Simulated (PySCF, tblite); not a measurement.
## fluoromethane and dimethyl sulfide

A gas-phase complex of fluoromethane and dimethyl sulfide; neutral, singlet. The structure comes from a short search (6 tight-binding starts) and was relaxed by PBE0-D3(BJ)/def2-SVPD; another way of binding may lie lower. No frequency run checks that it is a minimum.

| part | name | SMILES | atoms | charge | multiplicity |
| --- | --- | --- | --- | --- | --- |
| 1 | fluoromethane | CF | 1–5 | 0 | 1 |
| 2 | dimethyl sulfide | CSC | 6–14 | 0 | 1 |

```csv
atom,part,x (Å),y (Å),z (Å)
C1,1,-0.013,0.367,0.053
F2,1,0.831,0.905,-0.904
H3,1,0.148,0.904,0.999
H4,1,0.221,-0.700,0.167
H5,1,-1.052,0.491,-0.286
C6,2,1.054,4.022,0.894
S7,2,1.483,2.948,2.281
C8,2,2.950,2.157,1.587
H9,2,0.135,4.558,1.164
H10,2,1.848,4.758,0.704
H11,2,0.873,3.433,-0.016
H12,2,3.296,1.411,2.314
H13,2,2.710,1.653,0.640
H14,2,3.754,2.889,1.422
```

| contact | kind (by geometry) | distance (Å) | angle (°) |
| --- | --- | --- | --- |
| H3···S7 | C–H hydrogen bond | 2.758 | 146 |

Interaction energies are complex less parts, with the parts frozen as they stand in it; counterpoise-corrected, in kcal/mol (PySCF).

(1) How strongly do the parts interact, level by level?

(2) What holds them together? Decompose the wB97M-D3(BJ)/def2-SVPD energy: frozen parts, their antisymmetrised product, then relaxation.

The orbital term holds the superposition error of 1.2 kcal/mol.

The parts were also relaxed and run alone, at the levels used for the complex: shieldings by PBE0/pcSseg-1; core levels by delta-SCF with SCAN, pcX-2 on the ionised atom and pcseg-1 elsewhere, spin-free X2C (2p3/2 is the spin-free 2p value less a third of a first-order spin-orbit splitting).

(3) How do these values change when the complex forms?

Answers

(1) 
| level | interaction | superposition error removed |
| --- | --- | --- |
| wB97M-D3(BJ)/def2-SVPD | -2.92 | -1.16 |
| PBE0-D3(BJ)/def2-SVPD | -3.18 | -1.12 |

(2) electrostatic -4.2, Pauli repulsion +4.2, orbital relaxation -2.3, dispersion correction -1.8 kcal/mol, which sum to the value before the counterpoise correction; the Pauli term holds the exchange-correlation of the frozen density too. Of the attraction, 50 % is electrostatic, 28 % is orbital relaxation, 22 % is dispersion correction, though superposition error inflates the orbital part.

(3) 
```
                property   alone  in the complex  change
          C1–H3 bond (Å)   1.099           1.100   0.000
   shielding of H3 (ppm)   26.95           25.95   -1.00
   shielding of S7 (ppm)   594.8           593.3    -1.5
   shielding of C1 (ppm)   112.0           109.9    -2.1
   C1 1s core level (eV)  293.54          293.14   -0.40
   F2 1s core level (eV)  692.77          692.56   -0.20
S7 2p3/2 core level (eV)  169.17          169.09   -0.08
```

The 4 runs behind this took 93 s in all, one thread each of Intel Xeon 6975P-C on a shared host, launched as `OMP_NUM_THREADS=1 python cluster_run.py task.json out`.
